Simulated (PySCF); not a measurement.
Spectrum to structure. Theory: TDDFT CAM-B3LYP/def2-SVPD, vertical, gas phase, core orbitals frozen in the response in PySCF 2.14.0, density-fitted response routines. Geometries: GFN2-xTB, one conformer each.

```csv
state,E (eV),f,"main configurations (H = HOMO, L = LUMO)"
S1,6.27,0.058,H-1→L (77%)
S2,6.35,0.054,"H→L (61%), H→L+2 (17%)"
S3,6.55,0.060,H→L+1 (78%)
S4,6.62,0.017,"H→L+3 (34%), H→L+2 (30%), H-1→L+1 (12%)"
S5,6.75,0.159,"H-1→L+3 (27%), H-1→L+1 (18%), H-1→L+2 (16%)"
S6,7.15,0.077,"H-1→L+2 (25%), H→L+3 (22%), H→L+2 (20%)"
S7,7.17,0.013,"H-1→L+2 (30%), H→L+3 (13%), H→L (11%)"
S8,7.45,0.147,"H→L+4 (62%), H→L+5 (8%)"
```

Task: Which structure fits? All have the formula C4H12P2.
A. `CP(C)P(C)C`
B. `CC(C)(C)PP`
C. `P(C)CP(C)C`

Result: C. Its S1, at 6.27 eV, is the highest among the candidates; the nearest of the others has S1 at 5.70 eV. S1 is HOMO-1→LUMO (77%). Löwdin shares by element: HOMO phosphorus 59% or more, carbon 29% or more; LUMO carbon 30% or more, phosphorus 18% or more, hydrogen 8% or more (atoms not listed hold the other 44%). At the same level the other candidates give, for their lowest levels:
- `CC(C)(C)PP`: 5.70 eV (f 0.102); 5.83 eV (f 0.069); 6.19 eV (f 0.057); 6.26 eV (f 0.012); 7.21 eV (f 0.031); T1 4.67 eV; HOMO -7.65, LUMO 1.06 eV
- `CP(C)P(C)C`: 5.55 eV (f 0.262); 5.59 eV (f 0.059); 6.22 eV (f 0.000); 6.59 eV (f 0.000); 6.87 eV (f 0.000); T1 4.28 eV; HOMO -7.19, LUMO 1.16 eV

Conformer computed: `[CH3:1][PH:2][CH2:3][P:4]([CH3:5])[CH3:6]`: C1–P2–C3–P4 -163°, P2–C3–P4–C5 -172°.
Triplets come from the Tamm–Dancoff approximation.
